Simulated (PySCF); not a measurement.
Compound: phosphaethyne, CHP.
InChI=1S/CHP/c1-2/h1H

Theory: PySCF, PBE0-D3(BJ)/def2-SVP geometry optimisation, gas phase.

Take the most abundant isotopes and a rigid rotor. 

Question: What are the moment of inertia and the rotational constant?

Answer: I = 25.262 u·Å², B = 505379 MHz·u·Å²/I = 20005 MHz (0.6673 cm⁻¹, or 0.960 K as hB/k).

Question: List the first levels of a rigid rotor in a Σ state.

Answer: E(J) = BJ(J+1): J = 1: 1.335, J = 2: 4.004, J = 3: 8.008, J = 4: 13.346, J = 5: 20.019, J = 6: 28.027 cm⁻¹.

Question: Where do the first rotational lines fall?

Answer: The dipole is 0.51 D; J+1 ← J lies at 2B(J+1): 1 ← 0 at 40.01 GHz, 2 ← 1 at 80.02 GHz, 3 ← 2 at 120.03 GHz, 4 ← 3 at 160.04 GHz, 5 ← 4 at 200.05 GHz, 6 ← 5 at 240.07 GHz.

PBE0-D3(BJ)/def2-SVP frequencies: not computed here. These are rigid-rotor constants of the computed structure; measured ground-state constants (B0) also hold zero-point vibration.

Time: 2.5 s. Hardware: one thread of an Arm Neoverse V1, no GPU, shared host. These figures are those of the optimisation.
